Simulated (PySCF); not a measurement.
## One molecule, a ladder of functionals, a line

Molecule: `InChI=1S/C5H10O/c1-2-3-4-5-6/h5H,2-4H2,1H3`.

Molfile (atoms numbered from 1):
```
C5H10O
     RDKit          3D

 16 15  0  0  0  0  0  0  0  0999 V2000
   -2.3801    0.2800   -0.2062 C   0  0  0  0  0  0  0  0  0  0  0  0
   -1.1255   -0.3014    0.4250 C   0  0  0  0  0  0  0  0  0  0  0  0
    0.1558    0.1969   -0.2273 C   0  0  0  0  0  0  0  0  0  0  0  0
    1.4145   -0.3810    0.3902 C   0  0  0  0  0  0  0  0  0  0  0  0
    2.6909    0.1276   -0.2150 C   0  0  0  0  0  0  0  0  0  0  0  0
    2.7520    0.9412   -1.0975 O   0  0  0  0  0  0  0  0  0  0  0  0
   -2.3878    1.3796   -0.1367 H   0  0  0  0  0  0  0  0  0  0  0  0
   -3.2922   -0.0916    0.2844 H   0  0  0  0  0  0  0  0  0  0  0  0
   -2.4456    0.0194   -1.2747 H   0  0  0  0  0  0  0  0  0  0  0  0
   -1.1049   -0.0575    1.5024 H   0  0  0  0  0  0  0  0  0  0  0  0
   -1.1593   -1.4043    0.3706 H   0  0  0  0  0  0  0  0  0  0  0  0
    0.1456   -0.0370   -1.3055 H   0  0  0  0  0  0  0  0  0  0  0  0
    0.2035    1.2977   -0.1735 H   0  0  0  0  0  0  0  0  0  0  0  0
    1.4694   -0.1741    1.4766 H   0  0  0  0  0  0  0  0  0  0  0  0
    1.4365   -1.4856    0.3230 H   0  0  0  0  0  0  0  0  0  0  0  0
    3.6273   -0.3101    0.2234 H   0  0  0  0  0  0  0  0  0  0  0  0
  1  2  1  0
  2  3  1  0
  3  4  1  0
  4  5  1  0
  5  6  2  0
  1  7  1  0
  1  8  1  0
  1  9  1  0
  2 10  1  0
  2 11  1  0
  3 12  1  0
  3 13  1  0
  4 14  1  0
  4 15  1  0
  5 16  1  0
M  END
```

GIAO shieldings (ppm, equivalent atoms averaged) in PySCF on the PBE0-D3(BJ)/def2-SVP geometry, basis pcSseg-1, gas phase, non-relativistic:

```tsv
functional	exact exchange (%)	σ(C4)
BLYP	0	121.7
BP86	0	127.5
PBE	0	127.3
B3LYP	20	128.1
PBE0	25	134.7
BHandHLYP	50	135.9
HF	100	147.7
```

**Question.** Fit each shielding as a line in the percentage of exact exchange.

**Answer.** σ(C4) = 125.7 + 0.22 x (rms 2.4 ppm). The functionals also differ in their semilocal parts, which the line can't hold; Hartree–Fock has no correlation at all.

**Question.** What does the line predict for mPW1PW91 (25 %), and what does the run give?

**Answer.** σ(C4): 131.2 predicted, 134.1 computed ppm.
